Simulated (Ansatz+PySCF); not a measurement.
Two shapes of doublet CH₅N(+).

Shape 1:

```xyz
7

C     0.0605    0.7015   -0.0038
N     0.0419   -0.7587   -0.0016
H    -0.9405    1.1670    0.0037
H    -0.4671   -1.1014    0.8082
H    -0.4510   -1.1023   -0.8187
H     0.5936    1.0651    0.8752
H     0.5903    1.0618   -0.8724
```

Shape 2:

```xyz
7

C     0.0517    0.7044    0.0000
N     0.0517   -0.7596    0.0000
H    -0.9417    1.1762    0.0000
H    -0.4582   -1.0994    0.8124
H    -0.4582   -1.0994   -0.8124
H     0.5928    1.0567    0.8807
H     0.5928    1.0567   -0.8807
```

Basis set: cc-pVTZ (spherical functions). Frozen core: 2 orbitals. Correlation on ROHF uses semicanonical orbitals with singles. Charge 1, multiplicity 2.

Computed with Ansatz (development build ahead of 0.2.0); each method stands on the lowest determinant of its kind that the runs found.

Problem. Which shape is lower in energy, and by how much in each method?

Solution.

| method | E(2) − E(1) (eV) |
| --- | --- |
| ROHF | 0.071 |
| UHF | 0.073 |
| ROHF-MP2 | 0.066 |
| UHF-MP2 | 0.066 |

Shape 1 is lower.
